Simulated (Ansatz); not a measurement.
in.yaml

```yaml
crystal:
  periodic: [false, false, false]
  atoms:
    - {symbol: Br, position_ang: [0.000000, 0.000000, -1.674200]}
    - {symbol: H, position_ang: [0.000000, 0.000000, -0.253600]}
    - {symbol: S, position_ang: [0.000000, 0.000000, 1.927800]}
basis:
  gaussian: {orbitals: cc-pVDZ}
magnetization: {spin_polarized: false, initial_magnetization: 2}
hamiltonian: {xc: hf}
output: {orbitals: {seedname: orbitals}}
```

```sh
$ ansatz run in.yaml --threads 1 --pin off --events-out ev --progress --plain --max-ram 2393MiB
```

Task: Roughly how long does this take on 1 thread of Intel Xeon Platinum 8488C, shared host, and how much host memory?

Result: 1.2 s wall and 0.11 GiB.

```
553 factors; integrals over basis functions are off by at most 1.3e-3 eV
mean field evaluation 1: about -80829.5325 eV, gradient 1.2e1 eV
mean field evaluation 2: about -80829.5333 eV, gradient 1.2e1 eV
mean field evaluation 4: about -80830.2651 eV, gradient 1.2e0 eV
mean field evaluation 8: about -80830.2800 eV, gradient 8.2e-4 eV
mean field evaluation 16: about -80808.4587 eV, gradient 2.2e1 eV
mean field evaluation 32: about -80830.1407 eV, gradient 2.8e-2 eV
mean field evaluation 64: about -80830.2800 eV, gradient 2.5e-2 eV
mean field -80830.28001558 eV, -2970.4580018410 hartree, gradient 2.8e-6 eV, S^2 2.000000; 3 other end points of the search recorded, 0 dependent functions left out
reference -80830.28001558 eV, -2970.4580018410 hartree; 27, 25 occupied and 23, 25 virtual orbitals, 553 factors
Total energy: -80830.28001558 eV, -2970.4580018410 hartree
```
